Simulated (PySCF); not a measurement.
Carbon suboxide, C₃O₂.
Geometry (PBE0-D3(BJ)/def2-SVP, Å), atoms numbered from 1 in this order:
```xyz
5
C3O2 angstrom
O     -2.1378   -0.2348    1.1792
C     -1.1223   -0.1231    0.6312
C      0.0000    0.0000    0.0258
C      1.1223    0.1231   -0.5796
O      2.1378    0.2348   -1.1276
```

Theory: MP2 and CCSD/aug-cc-pVDZ in PySCF, restricted Hartree–Fock reference, 5 core orbitals frozen, non-relativistic, gas phase, PBE0-D3(BJ)/def2-SVP geometry.

E(HF) = -263.31281 Eh.

How large is the problem?

115 basis functions and 34 electrons; 5 orbitals frozen, which leaves o = 12 correlated occupied and v = 98 virtual orbitals. That is o·v = 1176 singles and o·v(o·v + 1)/2 = 692076 distinct closed-shell doubles amplitudes before symmetry; the costliest CCSD step grows as o²v⁴ = 1.3 × 10^10.

What are the MP2 and CCSD correlation energies?

MP2 -0.7639 Eh and CCSD -0.7532 Eh, which gives totals of -264.07669 and -264.06603 Eh. That is 0.854 eV for each correlated electron at CCSD (1978 kJ/mol in all, 0.285 % of the total energy); MP2 gives 101.4 % of the CCSD value.

What is the T1 diagnostic?

0.0207, close to the customary warning level of 0.02. It is the norm of the spatial-orbital singles amplitudes over the root of the number of correlated electrons, so the norm is 0.101.

Connected triples and the basis-set limit are missing.

The job also held the EOM ionisation and excitation roots. Hardware: one thread, Arm Neoverse V2, shared host. Cost: 9.3 min wall.
